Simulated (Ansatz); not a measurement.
**SiF+ (singlet): from Hartree-Fock to the top rungs, cc-pVDZ**

How much of the correlation energy of SiF+ (singlet) does each wave-function method recover here?

The runs use Ansatz 0.2.0, Gaussian basis; cc-pVDZ, core rule «outside noble gas», up to 6 orbitals frozen.

Plan: UHF; CCSD(T) on RHF; BCCD(T) on RHF; CISD; CCSDT(Q) on RHF; CCSDTQ on RHF.

21 further runs of the same task are left out: 7 for a known fault of the program, 5 that didn't finish, 9 set aside as unsound or not needed.

### 1 The geometry

The geometry is a PBE0/def2-TZVP stationary point (not a proven minimum) of the parent state, kept for this charge and spin.

2 atoms, charge 1, spin multiplicity 1.

Atoms are counted from 1 here; the program's logs count them from 0.

Bond lengths: Si1–F2 1.555 Å.

### 2 UHF

Input file in.yaml:

```yaml
crystal:
  periodic: [false, false, false]
  atoms:
    - {symbol: Si, position_ang: [0.000000, 0.000000, 0.000000]}
    - {symbol: F, position_ang: [0.000000, 0.000000, 1.554800]}
basis:
  gaussian: {orbitals: cc-pVDZ}
total_charge: 1
magnetization: {spin_polarized: true, initial_magnetization: 0}
hamiltonian: {xc: hf}
output: {orbitals: {seedname: orbitals}}
```

Command:

```console
$ ansatz run in.yaml --threads 1 --pin off --events-out ev --progress --plain --max-ram 2393MiB
```

The runs that follow: CCSD(T) on RHF; BCCD(T) on RHF; CISD; CCSDT(Q) on RHF; CCSDTQ on RHF.

Before running them: what should the planned runs give, taken together? Wanted: RCCSDTQ below the RHF energy; RMP2 from RCCSDTQ; RCCSD from RCCSDTQ; RCCSD(T) from RCCSDTQ; RCCSDT(Q) from RCCSDTQ; T1 diagnostic.

As calculated:

```
                         quantity                                 value
     RCCSDTQ below the RHF energy                            -7.3334 eV
                RMP2 from RCCSDTQ                            +543.4 meV
               RCCSD from RCCSDTQ                            +191.1 meV
            RCCSD(T) from RCCSDTQ                             +27.6 meV
           RCCSDT(Q) from RCCSDTQ                              -2.6 meV
levels within 1 kcal/mol (43 meV)  RCCSD(T), BCCD(T), RCCSDT, RCCSDT(Q)
                    T1 diagnostic                                 0.020
```

**Reading.** RCCSD(T) misses by +27.6 meV, 0.4 % of the correlation energy. These misses are within one basis, not against nature.
